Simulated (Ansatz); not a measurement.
Equilibrium lattice constant a of La (model structure, started from the diamond type, Fd-3m, No. 227, 2 atoms in the cell) at several levels of theory

No measured value is used here.

Put these levels in order of the equilibrium lattice constant a that they give for La (model structure, started from the diamond type, Fd-3m, No. 227, 2 atoms in the cell), smallest first: PBE-D3(BJ) (Ansatz, a quantum-chemistry and plane-wave program), PBEsol (Ansatz), r²SCAN (Ansatz).

PBEsol (6.569 Å), PBE-D3(BJ) (6.600 Å), r²SCAN (6.660 Å)

Ansatz's density-functional and Hartree–Fock values are scalar-relativistic unless marked +SOC, with PAW data made under PBE.

A model structure was made by putting elements into a prototype or built by hand; it is no filed structure, need not be a known phase, and can be a saddle point held by its symmetry.
